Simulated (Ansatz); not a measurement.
**Mo, bcc: geometry optimisation**

Theory: Ansatz 0.2.0, DFT, PBEsol, plane waves (420 eV) with PAW, scalar-relativistic. (PAW data from PBE, frozen cores regenerated.)

k-point mesh 14×14×14, Fermi-Dirac smearing 0.1 eV, no spin polarisation. Cell and atoms relax.

Starting structure:

```yaml
crystal:
  lattice:
    - [-1.57365, 1.57365, 1.57365]
    - [1.57365, -1.57365, 1.57365]
    - [1.57365, 1.57365, -1.57365]
  atoms:
    - { symbol: Mo, position: [0.0, 0.0, 0.0] }
hamiltonian:
  xc: pbesol
  pseudopotentials:
    kind: paw
    azcp:
      Mo: "pseudopotentials/Mo.paw.azcp"
basis:
  ecutwfc: 420
  fft_grid_basis: typed
kpoints:
  mp_grid: { grid: [14, 14, 14], shift: [0, 0, 0] }
magnetization:
  spin_polarized: false
scf:
  occupations: { method: fermi_dirac, width: 0.1 }
relax:
  max_steps: 60
  f_tol: 0.01
  cell: {}
```

Problem. The pressure at the start is -4.1 GPa. By how much does the volume change?

Solution. From 15.59 to 15.36 Å³ per atom, -1.5 %. The final cell has a = 3.132 Å.

Problem. How much energy does the relaxation gain?

Solution. 3.0 meV per atom.

Path of the relaxation (the plane waves are chosen anew near the end, which can shift the energy a little):

| step | E − E(final) (meV/atom) | V (Å³/atom) | P (GPa) | max force (eV/Å) |
| --- | --- | --- | --- | --- |
| 0 | 2.97 | 15.588 | -4.06 | 0.000 |
| 1 | -0.03 | 15.366 | -0.19 | 0.000 |
| 2 | -0.04 | 15.356 | 0.01 | 0.000 |
| 3 | 0.00 | 15.356 | 0.01 | 0.000 |
